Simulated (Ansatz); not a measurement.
A run for Ansatz (a first-principles code): R-CCSD(T)/aug-cc-pVTZ on CH4 (SMILES C).

Ansatz 0.2 input:
```yaml
crystal:
  periodic: [false, false, false]
  atoms:
    - {symbol: C, position_ang: [0.00000000, -0.00000000, -1.81901457]}
    - {symbol: H, position_ang: [-0.00000000, 0.00000000, -2.90722072]}
    - {symbol: H, position_ang: [-0.51274115, 0.88809373, -1.45476743]}
    - {symbol: H, position_ang: [-0.51274115, -0.88809373, -1.45476743]}
    - {symbol: H, position_ang: [1.02548230, -0.00000000, -1.45476743]}
basis:
  gaussian:
    orbitals: aug-cc-pVTZ
magnetization: {spin_polarized: false}
correlation: {method: ccsd_t, electrons: outside_noble_gas}
scf: {lower_state_search: off}
```

Output:

```
WARN ansatz: RAYON_NUM_THREADS=1 ignored (pool sized by the plan → 1); use --threads N
Functional definition: HF
these checks for a lower state are left out or cut short: stability, starts, cluster_reference, orbital_swaps, neighbouring_geometries, increment
integrals: 0.28 GiB planned
757 factors; integrals over basis functions are off by at most 9.3e-4 eV
mean field: 0.20 GiB planned
mean field evaluation 1: about -1092.8154 eV, gradient 2.5e1 eV
mean field evaluation 2: about -1092.8154 eV, gradient 2.5e1 eV
mean field evaluation 4: about -1094.2555 eV, gradient 1.5e0 eV
mean field evaluation 8: about -1094.2678 eV, gradient 2.2e-4 eV
mean field -1094.26782189 eV, -40.2136007331 hartree, gradient 3.6e-7 eV, S^2 0.000000; 0 other end points of the search recorded, 0 dependent functions left out
1 core orbitals not correlated
reference -1094.26782189 eV, -40.2136007331 hartree; 4, 4 occupied and 133, 133 virtual orbitals, 757 factors
second order -5.46530489 eV of doubles, -0.00000000 eV of singles
coupled cluster: 0.54 GiB planned
cycle   1  -5.84583729 eV  change   -3.8e-1 eV  update   4.3e-2
cycle   2  -5.99169902 eV  change   -1.5e-1 eV  update   1.2e-2
cycle   3  -6.00778557 eV  change   -1.6e-2 eV  update   3.6e-3
cycle   4  -6.00750514 eV  change    2.8e-4 eV  update   8.3e-4
cycle   5  -6.00752030 eV  change   -1.5e-5 eV  update   1.9e-4
cycle   6  -6.00754070 eV  change   -2.0e-5 eV  update   5.6e-5
cycle   7  -6.00754592 eV  change   -5.2e-6 eV  update   1.2e-5
cycle   8  -6.00755048 eV  change   -4.6e-6 eV  update   2.9e-6
perturbative correction -0.17820405 eV, -0.0065488779 hartree
Total energy: -1100.45357642 eV, -40.4409230191 hartree
Checks for a lower state left out: stability, starts, cluster_reference, orbital_swaps, neighbouring_geometries, increment
```

The calculation finished and met its thresholds.

Cost: around 4 core-seconds (rough).
